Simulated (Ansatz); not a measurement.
## C4H7N, SMILES C#CC(C)N: a rigid torsion scan

Run with the Python package of Ansatz (0.2.0).

`run_torsion.py`:
```python
"""Energy of C4H7N as one group turns about a bond."""

from dataclasses import dataclass
import warnings

import ansatz as az
from ase import Atoms


@dataclass
class RunConfig:
    basis_set: str = "6-31G*"
    functional: str = "PBE0"
    fmax: float = 0.02


settings = RunConfig()

warnings.simplefilter("ignore", az.DeckWarning)

atoms = Atoms(["C", "C", "C", "C", "N", "H", "H", "H", "H", "H", "H", "H"], positions=[
    (-0.8881, 1.9061, -0.9242),
    (-0.3073, 0.9841, -0.6004),
    (0.4383, -0.1941, -0.2069),
    (0.5862, -0.3135, 1.3223),
    (-0.13, -1.4003, -0.7885),
    (-1.4977, 2.8227, -1.2351),
    (1.5237, -0.1052, -0.5635),
    (1.1309, -1.1854, 1.6238),
    (-0.489, -0.4, 1.7969),
    (0.9827, 0.5589, 1.8016),
    (-0.1958, -1.2728, -1.7603),
    (-1.077, -1.4557, -0.4315),
])

# start the scan from a relaxed geometry
first = (
    az.Crystal.molecule_from_ase(atoms).calculation()
    .basis(gaussian=settings.basis_set)
    .functional(settings.functional)
    .relax(force_tolerance=settings.fmax, max_steps=80)
)
atoms.positions = first.run(threads=1, pin="off").report["positions_ang"]

start = atoms.get_dihedral(1, 2, 4, 10)
energies = {}
for turn in range(0, 360, 40):
    turned = atoms.copy()
    turned.set_dihedral(1, 2, 4, 10, start + turn, indices=[4, 10, 11])
    base = (
        az.Crystal.molecule_from_ase(turned).calculation()
        .basis(gaussian=settings.basis_set)
        .functional(settings.functional)
    )
    energies[round((start + turn) % 360)] = base.run(threads=1, pin="off").report["free_energy_ev"]
floor = min(energies.values())
print("dihedral C1-C2-N4-H10 (deg)   E - E(min) (kcal/mol)")
for angle, e in sorted(energies.items()):
    print(f"{angle:8d} {23.060548 * (e - floor):14.3f}  " + "#" * int(30 * (e - floor) / max(max(energies.values()) - floor, 1e-9)))
```

```console
$ python run_torsion.py
dihedral C1-C2-N4-H10 (deg)   E - E(min) (kcal/mol)
      15          2.586  #############
      55          0.000
      95          2.480  #############
     135          4.273  ######################
     175          3.661  ###################
     215          5.723  ##############################
     255          5.347  ############################
     295          3.554  ##################
     335          4.474  #######################
```

The scan is rigid and the energies are electronic, in a modest basis. With rigid groups the curve can differ much from the relaxed path, the start wasn't checked as a minimum of this torsion, and equivalent turns needn't return to the same energy. It ran for 92 s on 1 thread of Arm Neoverse N1, with other jobs on the host, peak memory 0.25 GiB.
